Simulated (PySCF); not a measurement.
## Gas-phase XPS of (E)-2-butenenitrile, computed

Species: (E)-2-butenenitrile, C₄H₅N.
Atom-mapped SMILES: `[CH3:1]/[CH:2]=[CH:3]/[C:4]#[N:5]`

Theory: PySCF, delta-SCF UKS SCAN, pcX-2 on the ionised atom, pcseg-1 elsewhere, spin-free X2C. Vertical ΔSCF values, vacuum level as zero.

**Question.** What binding energy does each computed site have?

**Answer.** 
```tsv
atom(s)	environment	level	binding energy (eV)	above the level's lowest (eV)	count
N5	nitrile nitrogen	N 1s	404.73	0.00	1
C4	nitrile carbon	C 1s	292.13	+0.64	1
C3	alkene CH carbon	C 1s	291.79	+0.30	1
C1	allylic carbon	C 1s	291.60	+0.11	1
C2	alkene CH carbon	C 1s	291.49	0.00	1
```

Lowest listed C 1s: C2, bonded to C (double bond), C and H. Highest, 0.64 eV above it: C4, bonded to N (triple bond) and C. The widest gap between neighbouring values is 0.34 eV, between 291.79 and 292.13 eV.

**Question.** What is the longest wavelength that can ionise C 1s of C4 vertically?

**Answer.** λ = hc/E = 12398.42 eV Å / 292.13 eV = 42.441 Å.

**Question.** Which effective nuclear charge Zeff reproduces each element's mean 1s value in the hydrogen-like formula E = 13.606 eV × Zeff²?

**Answer.** C (Z = 6): mean 291.8 eV, Zeff = 4.63, Z − Zeff = 1.37; N (Z = 7): mean 404.7 eV, Zeff = 5.45, Z − Zeff = 1.55. Means run over the listed sites, weighted by atom count.

Spin contamination (⟨S²⟩ against 0.75 for a pure doublet) is marked for C 1s of C2 (0.85), which makes this value less certain. Geometry: PBE0-D3(BJ)/def2-SVP; no solvent, vibrations or thermal averaging.
